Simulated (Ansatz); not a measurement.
Input file:

```yaml
crystal:
  periodic: [false, false, false]
  atoms:
    - {symbol: Si, position_ang: [0.000000, 0.000000, 1.800935]}
    - {symbol: Al, position_ang: [0.000000, 0.000000, -0.103065]}
    - {symbol: H, position_ang: [0.000000, 0.000000, -1.697871]}
basis:
  gaussian: {orbitals: 6-31G}
magnetization: {spin_polarized: true, initial_magnetization: 0}
correlation: {method: ccsd_t, electrons: outside_noble_gas}
output: {forces: true}
```

```sh
$ ansatz run in.yaml --threads 1 --pin off --events-out ev --progress --plain --max-ram 2393MiB
```

Log:

```
310 factors; integrals over basis functions are off by at most 1.2e-4 eV
mean field evaluation 1: about -14453.0975 eV, gradient 5.5e0 eV
mean field evaluation 2: about -14453.1002 eV, gradient 5.5e0 eV
mean field evaluation 4: about -14453.5526 eV, gradient 6.3e-1 eV
mean field evaluation 8: about -14453.5676 eV, gradient 3.8e-3 eV
mean field evaluation 16: about -14454.0687 eV, gradient 1.8e-2 eV
mean field evaluation 32: about -14453.3417 eV, gradient 2.1e0 eV
mean field evaluation 64: about -14453.5673 eV, gradient 1.1e-1 eV
mean field evaluation 96: about -14454.3250 eV, gradient 2.9e-3 eV
mean field evaluation 128: about -14454.3098 eV, gradient 6.2e-1 eV
mean field evaluation 160: about -14454.2149 eV, gradient 1.1e0 eV
...
mean field evaluation 576: about -14453.8027 eV, gradient 1.3e-2 eV
mean field evaluation 608: about -14453.8027 eV, gradient 1.9e-3 eV
mean field evaluation 640: about -14451.3646 eV, gradient 3.2e0 eV
mean field evaluation 672: about -14450.9589 eV, gradient 7.5e-2 eV
mean field evaluation 704: about -14453.5641 eV, gradient 2.1e-2 eV
mean field -14454.32096879 eV, -531.1864981124 hartree, gradient 1.0e-6 eV, S^2 1.000004; 20 other end points of the search recorded, 0 dependent functions left out
determinant -14454.32096879 eV, -531.1864981124 hartree, with singles and doubles -14456.58272187 eV, -531.2696160050 hartree
determinant -14453.80273544 eV, -531.1674533879 hartree, with singles and doubles -14456.25393910 eV, -531.2575334612 hartree
determinant -14453.56764591 eV, -531.1588140071 hartree, with singles and doubles -14456.06430411 eV, -531.2505645038 hartree
determinant -14451.54850378 eV, -531.0846119024 hartree, with singles and doubles -14454.87155973 eV, -531.2067319561 hartree
determinant -14450.95854889 eV, -531.0629314601 hartree, with singles and doubles -14452.80678750 eV, -531.1308529763 hartree
determinant -14454.32096879 eV, -531.1864981124 hartree, with singles and doubles -14456.62005397 eV, -531.2709879344 hartree
determinant -14453.80273544 eV, -531.1674533879 hartree, with singles and doubles -14456.31748601 eV, -531.2598687669 hartree
determinant -14453.56764591 eV, -531.1588140071 hartree, with singles and doubles -14456.06639810 eV, -531.2506414564 hartree
10 core orbitals not correlated: weight in the atoms' cores, before any rotation towards them, 1.000 or more for the frozen orbitals, at most 0.000 for the correlated occupied ones
reference -14454.32096879 eV, -531.1864981124 hartree; 4, 4 occupied and 14, 14 virtual orbitals, 310 factors
second order -1.60182094 eV of doubles, -0.00000000 eV of singles
cycle   1  -2.29908626 eV  change   -1.1e-6 eV  update   2.3e-6
cycle   2  -2.29908784 eV  change   -1.6e-6 eV  update   1.4e-6
cycle   3  -2.29908784 eV  change   -1.2e-9 eV  update   4.5e-7
cycle   4  -2.29908762 eV  change    2.2e-7 eV  update   2.3e-7
cycle   5  -2.29908749 eV  change    1.3e-7 eV  update   1.0e-7
perturbative correction -0.13583592 eV, -0.0049918781 hartree
WARN: the results are in doubt because among natural orbitals full CI differs from the method by +0.561 eV
the calculation of the forces begins
Total energy: -14456.75589220 eV, -531.2759798973 hartree
Atom 0 at     0.000000     0.000000     1.800935 Å, force    -0.000000    -0.000000    12.627421 eV/Å
Atom 1 at     0.000000     0.000000    -0.103065 Å, force    -0.000000    -0.000000   -12.153642 eV/Å
Atom 2 at     0.000000     0.000000    -1.697871 Å, force    -0.000000    -0.000000    -0.473779 eV/Å
Dipole moment:     0.000000     0.000000    -0.406367 e Å
In doubt: among natural orbitals full CI differs from the method by +0.561 eV
```

Forces (eV/Å):
```
Si    0.000   0.000  12.627
Al    0.000   0.000 -12.154
H     0.000   0.000  -0.474
```

The determinant's ⟨S²⟩ is 1.00 against 0.00 for a pure state.

Ran on 1 thread of Arm Neoverse V1, shared host: 2.6 s wall, 0.16 GiB peak host memory.
